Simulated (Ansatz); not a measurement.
Mulliken charges of `O=CCCl` from ωB97M-V/def2-TZVPP in Ansatz (PBE0-D4/def2-TZVP geometry).

| atom | x (Å) | y (Å) | z (Å) | charge (e) |
| --- | --- | --- | --- | --- |
| O1 | -1.127 | 1.435 | -0.429 | -0.252 |
| C2 | -0.200 | 0.687 | -0.541 | 0.104 |
| C3 | 0.078 | -0.408 | 0.459 | -0.100 |
| Cl4 | 0.903 | -1.776 | -0.307 | -0.110 |
| H5 | 0.523 | 0.759 | -1.378 | 0.086 |
| H6 | -0.851 | -0.750 | 0.911 | 0.140 |
| H7 | 0.735 | -0.015 | 1.240 | 0.132 |

Q: By hand: the dipole of these point charges (1 e Å = 4.8032 D).

A: Σ q r = (0.179, -0.096, 0.212) e Å, of length 0.294 e Å = 1.41 D.

Q: How does the dipole of the full density compare? (An estimate is asked.)

A: Computed: (0.228, -0.090, 0.171) e Å, 1.44 D; the point charges give 0.98 times that, at 12° from its direction.

Point charges leave out the atoms' own dipoles, such as those of lone pairs, and Mulliken's split depends on the basis, so the close match here is no proof of good charges.
